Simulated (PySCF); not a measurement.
**Ionisation energy of F by level of theory**

F [He] 2s2 2p5 [2p1/2^2 2p3/2^3, M_J = 3/2] → F⁺ [He] 2s2 2p4 [2p1/2^2 2p3/2^2, M_J = 2], as a difference of total energies. Computed with PySCF 2.14 in an even-tempered Gaussian basis (21 s from 0.019 bohr⁻², ratio 2.4; 14 p from 0.025 bohr⁻², ratio 2.4; 6 d from 1.2 bohr⁻², ratio 2.6; 5 f from 1.8 bohr⁻², ratio 2.6), with the two-component X2C-1e Hamiltonian. Correlated levels: nothing frozen; the 30 highest virtual spinors dropped. "Screened" scales the spin-orbit matrix elements by Boettger's factors to mimic the two-electron term; Breit and QED terms are absent.

| method | ionisation energy (eV) | error (eV) |
| --- | --- | --- |
| GHF (spin-free) | 15.639 | -1.784 |
| GMP2 (spin-free) | 17.207 | -0.216 |
| GHF (screened spin-orbit) | 15.636 | -1.787 |
| GMP2 (screened spin-orbit) | 17.204 | -0.219 |

Reference: 17.423 eV (measured; NIST Atomic Spectra Database, ionization energies).

The labels give the starting determinants; with spin-orbit coupling the two ends relaxed to ⟨J²⟩ = 3.76, ⟨L²⟩ = 2.00, ⟨S²⟩ = 0.75 and ⟨J²⟩ = 6.01, ⟨L²⟩ = 2.00, ⟨S²⟩ = 2.00.
